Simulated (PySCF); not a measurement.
# Shapes and spin states of NaO₂

Level of theory: B3LYP/[Na def2-TZVP, O def2-TZVP], no relativity, density fitting, PySCF.

Relaxations began from a few typed shapes and spin states; open shells are unrestricted. The search is not exhaustive: other isomers or separated fragments can lie lower, and high-lying points may rest on an excited occupation.

```csv
spin,group,bonds,angles,imaginary modes (cm⁻¹),ΔE (kJ/mol),ΔE with ZPE (kJ/mol)
quartet,C2v,Na–O 2.173 Å (×2),O–Na–O 63.8°,none,0.0,0.0
quartet,D∞h,Na–O 2.211 Å (×2),O–Na–O 180.0°,none,26.9,25.4
broken-symmetry Ms = 1/2 (⟨S²⟩ 1.74),Cs,"Na–O 2.146 Å, Na–O 2.198 Å",O–Na–O 61.5°,none,27.7,27.7
broken-symmetry Ms = 1/2 (⟨S²⟩ 1.76),C∞v,"Na–O 2.169 Å, Na–O 2.257 Å",O–Na–O 180.0°,none,56.8,55.3
```

The lowest minimum found is the quartet C2v: Na–O 2.173 Å (×2); O–Na–O 63.8°.

The electron or spin density has lower symmetry than the nuclear frame for the quartet D∞h at 26.9 kJ/mol, broken-symmetry Ms = 1/2 (⟨S²⟩ 1.76) C∞v at 56.8 kJ/mol.
